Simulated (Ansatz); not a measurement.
Input file:

```yaml
crystal:
  periodic: [false, false, false]
  atoms:
    - {symbol: Al, position_ang: [0.000000, 0.000000, 0.349567]}
    - {symbol: Ga, position_ang: [0.000000, 0.000000, -2.320933]}
    - {symbol: H, position_ang: [0.000000, 0.000000, 1.971367]}
basis:
  gaussian: {orbitals: 6-31G}
magnetization: {spin_polarized: false, initial_magnetization: 1}
correlation: {method: bccd, electrons: valence, diis_vectors: 4}
output: {forces: true}
```

```sh
$ ansatz run in.yaml --threads 1 --pin off --events-out ev --progress --plain --max-ram 2393MiB
```

Roughly how long does this take on 1 thread of Arm Neoverse V2, shared host, and how much host memory?

5.5 s wall and 0.14 GiB.

```
420 factors; integrals over basis functions are off by at most 2.1e-4 eV
mean field evaluation 1: about -58921.3378 eV, gradient 6.4e0 eV
mean field evaluation 2: about -58921.3497 eV, gradient 6.5e0 eV
mean field evaluation 4: about -58921.7758 eV, gradient 1.3e0 eV
mean field evaluation 8: about -58921.7995 eV, gradient 1.9e-1 eV
mean field evaluation 16: about -58921.3379 eV, gradient 6.4e0 eV
mean field evaluation 32: about -58921.8019 eV, gradient 8.0e-7 eV
mean field evaluation 64: about -58921.7997 eV, gradient 1.7e-1 eV
mean field evaluation 96: about -58919.6395 eV, gradient 1.0e0 eV
mean field evaluation 128: about -58919.0709 eV, gradient 6.1e-1 eV
mean field evaluation 160: about -58919.9857 eV, gradient 5.7e0 eV
mean field evaluation 192: about -58919.6075 eV, gradient 1.2e0 eV
mean field evaluation 224: about -58919.4807 eV, gradient 5.4e-5 eV
mean field -58921.80186857 eV, -2165.3362800382 hartree, gradient 6.1e-7 eV, S^2 0.750000; 7 other end points of the search recorded, 0 dependent functions left out
mean field evaluation 256: about -58921.8235 eV, gradient 8.7e-2 eV
determinant -58921.80186857 eV, -2165.3362800382 hartree, with singles and doubles -58928.17755057 eV, -2165.5705820302 hartree
determinant -58919.64861191 eV, -2165.2571493156 hartree, with singles and doubles -58926.43663899 eV, -2165.5066047094 hartree
determinant -58919.48068554 eV, -2165.2509781351 hartree, with singles and doubles -58926.07805373 eV, -2165.4934269442 hartree
determinant -58919.07808390 eV, -2165.2361827978 hartree, with singles and doubles -58925.73022518 eV, -2165.4806444808 hartree
14 core orbitals not correlated: weight in the atoms' cores, before any rotation towards them, 1.000 or more for the frozen orbitals, at most 0.000 for the correlated occupied ones
reference -58921.80186857 eV, -2165.3362800382 hartree; 9, 8 occupied and 21, 22 virtual orbitals, 420 factors
second order -6.11538177 eV of doubles, -0.01051612 eV of singles
cycle   1  -6.36956844 eV  change    6.1e-3 eV  update   4.8e-3
cycle   2  -6.36578715 eV  change    3.8e-3 eV  update   2.0e-3
cycle   3  -6.36645792 eV  change   -6.7e-4 eV  update   1.3e-3
cycle   4  -6.36570321 eV  change    7.5e-4 eV  update   7.4e-4
cycle   5  -6.36642549 eV  change   -7.2e-4 eV  update   3.0e-4
cycle   6  -6.36636471 eV  change    6.1e-5 eV  update   1.1e-4
cycle   7  -6.36636398 eV  change    7.3e-7 eV  update   5.0e-5
cycle   8  -6.36637743 eV  change   -1.3e-5 eV  update   2.4e-5
cycle   9  -6.36635002 eV  change    2.7e-5 eV  update   1.0e-5
cycle  10  -6.36635567 eV  change   -5.7e-6 eV  update   5.3e-6
cycle  11  -6.36635328 eV  change    2.4e-6 eV  update   2.9e-6
cycle  12  -6.36635422 eV  change   -9.4e-7 eV  update   1.8e-6
cycle  13  -6.36635473 eV  change   -5.1e-7 eV  update   1.1e-6
cycle  14  -6.36635462 eV  change    1.1e-7 eV  update   6.7e-7
the calculation of the forces begins
Total energy: -58928.16822319 eV, -2165.5702392551 hartree
Atom 0 at     0.000000     0.000000     0.349567 Å, force     0.000000     0.000000     0.000791 eV/Å
Atom 1 at     0.000000     0.000000    -2.320933 Å, force    -0.000000    -0.000000    -0.488055 eV/Å
Atom 2 at     0.000000     0.000000     1.971367 Å, force     0.000000     0.000000     0.487265 eV/Å
Dipole moment:     0.000000     0.000000    -0.119544 e Å
```

Forces (eV/Å):
```
Al   0.000  0.000  0.001
Ga   0.000  0.000 -0.488
H    0.000  0.000  0.487
```
